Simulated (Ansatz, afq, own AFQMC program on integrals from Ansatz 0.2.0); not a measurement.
## H$_{3}$O⁺, singlet in def2-TZVP, levels against CCSDT(Q)

```tsv
atom	x (Å)	y (Å)	z (Å)
O	0.1890	-0.0589	-0.0548
H	0.2169	0.9197	0.0158
H	-0.4114	-0.3677	-0.7672
H	0.0056	-0.4930	0.8062
```

Basis def2-TZVP. Only valence electrons are correlated. Ansatz 0.2.0 and our own AFQMC program on the same integrals; the CISD trial comes from CCSD amplitudes, and released means the phaseless constraint is let go. Free projection: walkers drawn from exp(T), propagated without any constraint. Its projection time is finite, and what remains of the start isn't in its error. Error bars are statistical, one sigma.

Determinant: RHF, the one that the program's search chose, which needn't be the lowest solution. The geometry is a PBE0/def2-SVP stationary point of this or a neighbouring charge and spin state.

No full CI on the walks' own integrals is used here; CCSDT(Q) serves as the reference and is uncertain by about the last step of the cluster series.

The T1 diagnostic is 0.0060 and the weight of the determinant in the CISD state is 0.942. The size of the correlated space is 8 electrons in 48 orbitals.

```
  level  correlation energy (eV)
    MP2                  -6.7607
   CCSD                  -7.0141
CCSD(T)                  -7.1848
```

(1) Estimate where free-projection AFQMC lies against CCSD(T) on the same integrals.

(1) 1.0 ± 0.5 kJ/mol below CCSD(T). The gap is under twice the noise, so this walk alone can't tell the two apart.

Reference: CCSDT(Q), correlation energy -7.197 eV. The released energy is read at 2.40 1/Eh (meV from the phaseless value at times in 1/Eh: 1.5 ± 1.9 at 0.24, 0.4 ± 2.5 at 0.51, 1.2 ± 2.0 at 0.99, 4.1 ± 2.4 at 1.62, -2 ± 3 at 2.40).

| level | E − E(reference) (kJ/mol) | share of correlation (%) |
| --- | --- | --- |
| CCSD(T) | 1.2 | 99.83 |
| CCSDT | 0.8 | 99.89 |
| ph-AFQMC/HF | -7.5 ± 2.1 | 101.08 |
| ph-AFQMC/CISD | -0.1 ± 0.2 | 100.01 |
| released AFQMC | -0.3 ± 0.3 | 100.05 |
| free AFQMC | 0.2 ± 0.5 | 99.98 |

Free projections are given only where their last times agree within the noise and don't stop above the reference; a slow remainder of the start can still hide under it. A walk keeps the symmetry of its determinant, which the program's search chose and which needn't be the lowest solution, so a lower state of the same spin and another symmetry isn't excluded. Released energies are given only where the last usable release times agree within the noise; a slower fall can still hide under it.
